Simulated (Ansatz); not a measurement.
[PH4]+ (SMILES [PH4+]): methods side by side

The species is [PH4]+ (5 atoms), meant as a singlet with charge +1. SMILES: `[PH4+]`. The shape is that of a GFN2-xTB optimisation.

Quantity: the vertical ionisation energy (to the doublet dication), in eV. The values are calculated.

| level | kind | program | value (eV) | less FCI/3-21G | CPU time (all runs) |
| --- | --- | --- | --- | --- | --- |
| HF/3-21G | Hartree–Fock | Ansatz | 21.92 | -0.46 | 0.51 s |
| revPBE/3-21G | GGA | Ansatz | 22.38 | 0.00 | 3.7 s |
| r2SCAN/3-21G | meta-GGA | Ansatz | 22.61 | +0.23 | 8.5 s |
| PBE0/3-21G | global hybrid | Ansatz | 22.61 | +0.23 | 2.7 s |
| wB97X/3-21G | range-separated hybrid | Ansatz | 22.72 | +0.34 | 13 s |
| B2PLYP/3-21G | double hybrid | Ansatz | 22.56 | +0.18 | 5.7 s |
| MP2/3-21G | perturbation theory | Ansatz | 22.31 | -0.07 | 0.47 s |
| BCCD(T)/3-21G | coupled cluster or CI | Ansatz | 22.38 | 0.00 | 0.79 s |
| CCSD/3-21G | coupled cluster or CI | Ansatz | 22.38 | 0.00 | 0.65 s |
| FCI/3-21G | exact in the basis | Ansatz | 22.38 | 0.00 | 23 s |

FCI/3-21G is exact within its basis and frozen core, so for wave-function methods in that basis the difference is their error; functionals converge differently with the basis, so for them it is only a difference. The values span 21.92 to 22.72 eV. All rows use very small basis sets, so even the best lies far from the true value. Times are those of the runs behind each value, whatever else they computed, on shared processors of several kinds: orders of magnitude only.
